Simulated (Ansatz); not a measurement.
# NH₃Cl (doublet): the correlation ladder at distance N1–H4 along a hydrogen transfer = 1.321 Å, cc-pVDZ

How much of the correlation energy of NH₃Cl (doublet) does each wave-function method recover here?

The runs use Ansatz 0.2.0, Gaussian basis; cc-pVDZ, core rule «outside noble gas», up to 6 orbitals frozen.

To be run: UHF; CCSD(T) on ROHF; CCSD(T) on UHF; BCCD(T) on ROHF; CISD; CCSDT(Q) on ROHF; CCSDT(Q) on UHF; CASSCF and MRCISD+Q, 3 electrons in 3 orbitals; CASSCF and NEVPT2, 3 electrons in 3 orbitals; CASSCF and NEVPT2, 15 electrons in 11 orbitals.

5 further runs of the same task are left out: 5 that didn't finish.

## 1. The system

The geometry derives from fragments relaxed apart (PBE0/def2-TZVP) and kept rigid, so it is no stationary point. A hydrogen atom is moved between rigid fragments.

5 atoms, charge 0, spin multiplicity 2.

Atoms are counted from 1 here; the program's logs count them from 0.

Bond lengths: N1–H2 1.012 Å, N1–H3 1.012 Å, H4–Cl5 1.350 Å. Angles: H2–N1–H3 107.1°.

## 2. UHF

Input file in.yaml:

```yaml
crystal:
  periodic: [false, false, false]
  atoms:
    - {symbol: N, position_ang: [-1.818231, -0.010862, -0.016905]}
    - {symbol: H, position_ang: [-2.115511, 0.956972, -0.016905]}
    - {symbol: H, position_ang: [-2.115510, -0.413161, 0.863355]}
    - {symbol: H, position_ang: [-0.497231, -0.010861, -0.016905]}
    - {symbol: Cl, position_ang: [0.852769, -0.010861, -0.016905]}
basis:
  gaussian: {orbitals: cc-pVDZ}
magnetization: {spin_polarized: true, initial_magnetization: 1}
hamiltonian: {xc: hf}
output: {orbitals: {seedname: orbitals}}
```

On the command line:

```sh
> ansatz run in.yaml --threads 1 --pin off --events-out ev --progress --plain --max-ram 2393MiB
```

Further steps of the session: CCSD(T) on ROHF; CCSD(T) on UHF; BCCD(T) on ROHF; CISD; CCSDT(Q) on ROHF; CCSDT(Q) on UHF; CASSCF and MRCISD+Q, 3 electrons in 3 orbitals; CASSCF and NEVPT2, 3 electrons in 3 orbitals; CASSCF and NEVPT2, 15 electrons in 11 orbitals.

**Question.** What will the summary of the whole plan be? Wanted: UCCSDT(Q) below the RHF energy; RMP2 from UCCSDT(Q); UMP2 from UCCSDT(Q); RCCSD from UCCSDT(Q); RCCSD(T) from UCCSDT(Q); UCCSD(T) from UCCSDT(Q); RCCSDT(Q) from UCCSDT(Q); NEVPT2 pair from UCCSDT(Q); MRCISD+Q pair from UCCSDT(Q).

As calculated:

| quantity | value |
| --- | --- |
| UCCSDT(Q) below the RHF energy | -9.5242 eV |
| RMP2 from UCCSDT(Q) | +108.2 kJ/mol |
| UMP2 from UCCSDT(Q) | +107.6 kJ/mol |
| RCCSD from UCCSDT(Q) | +21.8 kJ/mol |
| RCCSD(T) from UCCSDT(Q) | +3.6 kJ/mol |
| UCCSD(T) from UCCSDT(Q) | +3.5 kJ/mol |
| RCCSDT(Q) from UCCSDT(Q) | +0.1 kJ/mol |
| NEVPT2 pair from UCCSDT(Q) | +109.3 kJ/mol |
| MRCISD+Q pair from UCCSDT(Q) | +12.2 kJ/mol |
| NEVPT2 valence from UCCSDT(Q) | +155.1 kJ/mol |
| levels within 1 kcal/mol (43 meV) | RCCSD(T), UCCSD(T), BCCD(T), RCCSDT, UCCSDT, RCCSDT(Q) |
| T1 diagnostic | 0.030 |
| effectively unpaired electrons | 1.01 |

In words: RCCSD(T) lands +3.6 kJ/mol from the yardstick (0.4 % of the correlation energy). One determinant dominates. Of the multireference levels listed MRCISD+Q pair comes nearest in total energy (+12.2 kJ/mol), which doesn't show that its space is the better one. These misses are within one basis, not against nature; the frozen cores of restricted and unrestricted runs differ, which can shift their rows.
